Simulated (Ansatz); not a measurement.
# PSi2: the cost of one run

Program: Ansatz 0.2.0, Gaussian basis. Level of theory: cc-pVTZ, core rule «outside noble gas», up to 15 orbitals frozen. These are calculated values, not measurements.

The runs, in order: UHF; CCSD(T) on ROHF; CCSD(T) on UHF; BCCD(T) on ROHF; CCSDT(Q) on ROHF; CCSDT(Q) on UHF; CASSCF and NEVPT2, 13 electrons in 12 orbitals.

3 further runs of the same task are left out: 3 set aside as unsound or not needed.

## 1. The geometry

The geometry is a PBE0/def2-TZVP stationary point (not a proven minimum) of the parent state, kept for this charge and spin.

3 atoms, charge 0, spin multiplicity 2.

Atoms are counted from 1 here; the program's logs count them from 0.

Bond lengths: Si1–P2 2.159 Å, P2–Si3 2.159 Å. Angles: Si1–P2–Si3 180.0°.

As a file:

| atom | x (Å) | y (Å) | z (Å) |
| --- | --- | --- | --- |
| Si1 | 0.0000 | 0.0000 | 2.1595 |
| P2 | 0.0000 | 0.0000 | 0.0000 |
| Si3 | 0.0000 | 0.0000 | -2.1595 |

## 2. UHF

The input, in.yaml:

```yaml
crystal:
  periodic: [false, false, false]
  atoms:
    - {symbol: Si, position_ang: [0.000000, 0.000000, 2.159500]}
    - {symbol: P, position_ang: [0.000000, 0.000000, 0.000000]}
    - {symbol: Si, position_ang: [0.000000, 0.000000, -2.159500]}
basis:
  gaussian: {orbitals: cc-pVTZ}
magnetization: {spin_polarized: true, initial_magnetization: 1}
hamiltonian: {xc: hf}
output: {orbitals: {seedname: orbitals}}
```

The run is started by

```console
$ ansatz run in.yaml --threads 1 --pin off --events-out ev --progress --plain --max-ram 4096MiB --backend cpu
```

Q: Estimate wall time and peak memory on 1 thread of AMD EPYC 7R13, shared host.

About 11 s, with a peak of 0.34 GiB.
